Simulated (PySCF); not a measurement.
C₃H₄, SMILES C#CC. Atoms are numbered in the order given.

```xyz
7

C      0.0000     0.0000    -1.2416
C      0.0000     0.0000     0.2209
C      0.0000     0.0000     1.4192
H      0.8854     0.5112    -1.6253
H     -0.8854     0.5112    -1.6253
H      0.0000    -1.0224    -1.6253
H      0.0000     0.0000     2.4846
```

Coordinates come from a ωB97X-D3(BJ)/def2-TZVP optimisation.

Computed with PBE0/pcSseg-2 in PySCF.

GIAO shieldings, no solvent; atoms alike by connectivity are averaged. δ = σ(ref) − σ: ¹³C against TMS (σ = 186.1 ppm); ¹H against TMS (σ = 31.54 ppm), references at their B3LYP-D3(BJ)/def2-TZVP geometries, non-relativistic.

Problem. Estimate the chemical shifts. (Estimate from the structure and the level; the computed values follow.)

Solution. 
| nucleus | atoms | count | δ (ppm) |
|---|---|---|---|
| ¹³C | C2 | 1 | 86.6 |
| ¹³C | C3 | 1 | 74.3 |
| ¹³C | C1 | 1 | 4.8 |
| ¹H | H4, H5, H6 | 3 | 1.84 |
| ¹H | H7 | 1 | 1.41 |
